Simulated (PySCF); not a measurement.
hydrogen chloride (ClH), SMILES Cl. Geometry: PBE0-D3(BJ)/def2-TZVPD.

TDDFT-PBE/def2-TZVPD in PySCF 2.14.0 puts the lowest singlet excitations at 7.28, 7.28, 9.09, 9.09, 9.25, 9.25 eV.

Problem. What are the lowest excitation roots from ADC(3)/aug-cc-pVDZ (PySCF 2.14.0)? (The exact figures need the calculation; the answer reports its results.)

Solution. 7.80, 7.80, 10.10, 10.10, 10.65, 10.65 eV. S1 differs by 0.52 eV (second minus first; roots are paired by order, and the bases may differ).
